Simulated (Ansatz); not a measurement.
**C6H10: energies up the ladder**

Aim: energies up the ladder, for C6H10, with the cost of each level.

Computed with Ansatz 0.2.0 (the levels named in each step, unless a step's input says otherwise).

## (1) The structure to begin with

Bond lengths (14 of 15 bonds, heavy atoms first): C1–C2 1.332 Å, C2–C3 1.502 Å, C2–C4 1.470 Å, C4–C5 1.332 Å, C4–C6 1.502 Å, C1–H7 1.075 Å, C1–H8 1.077 Å, C3–H9 1.091 Å, C3–H10 1.087 Å, C3–H11 1.087 Å, C5–H12 1.077 Å, C5–H13 1.075 Å, C6–H14 1.087 Å, C6–H15 1.087 Å. Angles (14 of 24 angles, heavy atoms first): C1–C2–C3 119.8°, C1–C2–C4 122.5°, C3–C2–C4 117.7°, C2–C4–C5 122.5°, C2–C4–C6 117.7°, C5–C4–C6 119.8°, C2–C1–H7 123.3°, C2–C1–H8 121.1°, C2–C3–H9 110.4°, C2–C3–H10 110.6°, C2–C3–H11 110.4°, C4–C5–H12 121.1°, C4–C5–H13 123.3°, C4–C6–H14 110.4°.

Coordinates:

```xyz
16

C     0.3740    1.7901   -0.1472
C     0.4198    0.4773   -0.3686
C     1.3562   -0.0730   -1.4067
C    -0.4196   -0.4773    0.3688
C    -0.3771   -1.7897    0.1441
C    -1.3532    0.0727    1.4096
H    -0.2739    2.2441    0.5804
H     0.9996    2.4697   -0.7018
H     0.7988   -0.6030   -2.1798
H     2.0608   -0.7683   -0.9572
H     1.9198    0.7312   -1.8727
H    -1.0035   -2.4692    0.6980
H     0.2682   -2.2434   -0.5859
H    -1.9098   -0.7325    1.8823
H    -0.7988    0.6030    2.1798
H    -2.0608    0.7683    0.9572
```

## (2) A rough first relaxation, PBE-D4/def2-SVPD

input.yaml

```yaml
crystal:
  periodic: [false, false, false]
  atoms:
    - { symbol: C, position_ang: [0.37395, 1.7901, -0.14719] }
    - { symbol: C, position_ang: [0.41978, 0.47728, -0.3686] }
    - { symbol: C, position_ang: [1.35616, -0.07304, -1.40674] }
    - { symbol: C, position_ang: [-0.41961, -0.47731, 0.36877] }
    - { symbol: C, position_ang: [-0.37715, -1.78968, 0.14409] }
    - { symbol: C, position_ang: [-1.35321, 0.07265, 1.4096] }
    - { symbol: H, position_ang: [-0.27389, 2.24411, 0.58036] }
    - { symbol: H, position_ang: [0.99957, 2.46968, -0.70184] }
    - { symbol: H, position_ang: [0.79878, -0.60301, -2.17984] }
    - { symbol: H, position_ang: [2.06077, -0.76832, -0.95723] }
    - { symbol: H, position_ang: [1.91975, 0.73117, -1.87266] }
    - { symbol: H, position_ang: [-1.00352, -2.46916, 0.69801] }
    - { symbol: H, position_ang: [0.26817, -2.24336, -0.5859] }
    - { symbol: H, position_ang: [-1.90977, -0.73248, 1.88233] }
    - { symbol: H, position_ang: [-0.79878, 0.60301, 2.17984] }
    - { symbol: H, position_ang: [-2.06077, 0.76832, 0.95723] }
basis:
  gaussian: { orbitals: def2-SVPD }
hamiltonian:
  xc: pbe
  dispersion: d4
relax:
  f_tol: 0.03
  max_steps: 200
```

Launch:

```console
ansatz run input.yaml --threads 8 --pin off --max-ram 22528MiB --backend cpu --events-out ev --progress --plain --runs-dir out
```

Further steps of the session: Relaxation, PBE0-D4/def2-TZVPD; Relaxation, PBE0-D4/def2-SVPD; Frequencies, PBE0-D4/def2-SVPD; Single point, PBE-D4/def2-TZVPPD; Single point, r2SCAN-D4/def2-TZVPPD; Single point, B3LYP-D4/def2-TZVPPD; Single point, wB97M-V/def2-TZVPPD; Single point, B2PLYP/def2-TZVPPD; Single point, PBE0-D4/def2-TZVPPD; Single point, LDA/def2-TZVPPD; Single point, PBE0-D4/def2-SVPD; Single point, PBE-D4/def2-SVPD.

What does the calculation give? Wanted: C1–C2 at PBE0-D4/def2-SVPD; C2–C3 at PBE0-D4/def2-SVPD; C2–C4 at PBE0-D4/def2-SVPD; frequencies at PBE0-D4/def2-SVPD; energy at PBE-D4/def2-SVPD.

**Answer**, as computed:

| quantity | value |
| --- | --- |
| C1–C2 at PBE0-D4/def2-SVPD | 1.345 Å |
| C2–C3 at PBE0-D4/def2-SVPD | 1.502 Å |
| C2–C4 at PBE0-D4/def2-SVPD | 1.479 Å |
| frequencies at PBE0-D4/def2-SVPD | 93 to 3269 cm⁻¹ |
| energy at PBE-D4/def2-SVPD | -6371.484 eV |

What this shows: The C1–C2 distance spreads over 0.008 Å, from PBE0-D4/def2-TZVPD (shortest) to PBE0-D4/def2-SVPD. No mode is imaginary, so the geometry is a minimum. These totals serve in differences with atoms or fragments at the same level; alone they don't rank the methods.
